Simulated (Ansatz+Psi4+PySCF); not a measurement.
## singlet CH₄O: levels of theory in one basis

| atom | x (Å) | y (Å) | z (Å) |
| --- | --- | --- | --- |
| C | -0.0471 | 0.6644 | 0.0000 |
| O | -0.0471 | -0.7585 | 0.0000 |
| H | -1.0930 | 0.9698 | 0.0000 |
| H | 0.8785 | -1.0485 | 0.0000 |
| H | 0.4371 | 1.0804 | 0.8918 |
| H | 0.4371 | 1.0804 | -0.8918 |

Basis set: cc-pVTZ (spherical functions). Correlated methods keep 2 orbitals frozen. Charge 0, multiplicity 1.

Computed with Ansatz (development build ahead of 0.2.0) and Psi4 1.11; each method stands on the lowest determinant of its kind that the runs found.

```
     method  E − E(RHF) (eV)  <S²> of the determinant
        RHF             0.00                     0.00
    RHF-MP2           -11.67                        –
RHF-CCSD(T)           -12.58                        –
```

(1) What does RHF-CCSD give on the same scale?

Results:

(1) -12.17 eV.
